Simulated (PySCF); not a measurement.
An element was calculated at UHF (PySCF 2.14, spin-free X2C, a double-zeta basis, no spin-orbit coupling), in the ground configurations that NIST lists.

| Quantity | Value |
| --- | --- |
| first ionisation energy | 14.030 eV |
| second ionisation energy | 29.351 eV |
| third ionisation energy | 47.510 eV |

Which element is it?

Nitrogen (N, Z = 7), in x2c-SVPall. NIST lists 14.534, 29.601, 47.445 eV for these ionisation energies.
